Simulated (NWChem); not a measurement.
## Total energies of Cl (+1)

SMILES: [Cl+]
```xyz
1

Cl     0.0000     0.0000     0.0000
```
Charge +1, spin multiplicity 3.

Everything below was run with NWChem.

Basis set: 3-21G (13 functions).

```json
[
 {"method": "UHF", "total energy (Ha)": "-456.84102"},
 {"method": "UMP2", "total energy (Ha)": "-456.85798"},
 {"method": "UB2PLYP", "total energy (Ha)": "-457.30052"},
 {"method": "UPBE", "total energy (Ha)": "-457.25495"},
 {"method": "UB3LYP", "total energy (Ha)": "-457.46582"},
 {"method": "Ur2SCAN", "total energy (Ha)": "-457.38975"}
]
```

Total energies of different functionals aren't comparable as a measure of quality: only differences taken within one method are. 

The correlated methods keep 5 core orbitals frozen. B3LYP has NWChem's definition, with VWN1-RPA local correlation. No SCF solution was tested for a lower state. Open-shell Hartree-Fock references start from PBE0 orbitals.
